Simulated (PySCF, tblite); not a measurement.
**C5H8S: geometry, infrared bands and NMR shifts**

What infrared bands and NMR shifts should C5H8S (`C[C@@H]1CCC1=S`) show?

Computed with tblite 0.8.0 and PySCF 2.14.0, with density-fitted response routines of our own, on a single molecule in the gas phase. Atoms count from 0, in the outputs and in this text.

## Step 1: The molecule as given

14 atoms, charge 0, multiplicity 1; geometry from: force field or distance geometry start.

Bonds of the start (Å): C0–C1 1.50, C1–C2 1.52, C2–C3 1.52, C3–C4 1.47, C4–S5 1.43, C4–C1 1.48, C0–H6 1.09, C0–H7 1.12, C0–H8 1.12, C1–H9 1.08, C2–H10 1.10, C2–H11 1.10, C3–H12 1.13, C3–H13 1.10.

## Step 2: Optimising the geometry with GFN2-xTB

Job settings and geometry (Å):

```
{"job": {"kind": "relax", "xc": "GFN2-xTB", "basis": "xTB"}, "charge": 0, "multiplicity": 1}
C     -1.492300    -0.158700     0.535500
C     -0.471200    -0.202100    -0.562100
C      0.822300    -0.929400    -0.245300
C      1.359900     0.406400     0.241800
C      0.306400     1.059600    -0.539200
S      0.092800     2.362400    -1.094500
H     -2.042700    -1.084500     0.712300
H     -1.002900     0.152900     1.488600
H     -2.254600     0.626600     0.279600
H     -0.914000    -0.484900    -1.509200
H      1.272700    -1.293300    -1.176400
H      0.731900    -1.642000     0.587000
H      1.212300     0.542700     1.357000
H      2.378700     0.643900    -0.097200
```

Started as:

```console
$ OMP_NUM_THREADS=1 python probes_run.py task.json out
```

This one command runs all jobs of the session in turn.

**Question.** This job is followed by: GFN2-xTB harmonic vibrations, gas phase; GIAO PBE0/pcSseg-1 NMR shielding, non-relativistic, gas phase. Predict these results of the whole session: strongest single infrared mode (GFN2-xTB); zero-point energy (GFN2-xTB); 13C shifts against TMS (PBE0/pcSseg-1); 1H shifts against TMS (PBE0/pcSseg-1, means over atoms taken as alike); 33S shifts against CS2 (PBE0/pcSseg-1); surface potential, 1st and 99th percentile.

**Answer**, as computed:

```
                                                              quantity                                   value
                             strongest single infrared mode (GFN2-xTB)                   1354 cm⁻¹, 115 km/mol
                                          zero-point energy (GFN2-xTB)                           72.5 kcal/mol
                                13C shifts against TMS (PBE0/pcSseg-1)       293.8, 59.0, 50.2, 25.4, 23.2 ppm
1H shifts against TMS (PBE0/pcSseg-1, means over atoms taken as alike)  3.32, 3.22, 3.15, 2.76, 2.05, 1.28 ppm
                                33S shifts against CS2 (PBE0/pcSseg-1)                                 941 ppm
                                 surface potential, 1st and 99th percentile                      -1.16 V and 0.87 V
```

**Reading.** The optimisation took 63 steps and gained 1.365 eV; among the close pairs (by a distance rule), C4–S5 changed most, from 1.432 to 1.609 Å. No mode is imaginary among the 36: a minimum at this level. The strongest single mode, at 1354 cm⁻¹, moves mainly C4. GFN2-xTB is a fitted tight-binding method: band positions and strengths are rough. Its intensities can rank the bands wrongly. The most deshielded carbon is C4 (thiocarbonyl carbon), at 293.8 ppm: the small n→π* gap of C=S deshields it strongly. At PBE0/pcSseg-1: The widest tensor belongs to S5: span 2316 ppm, with a paramagnetic part of -1494 ppm. By nearest atom (PBE0/pcSseg-1), the HOMO sits on S5 80 % and the LUMO on C4 41 %; S5 38 %.
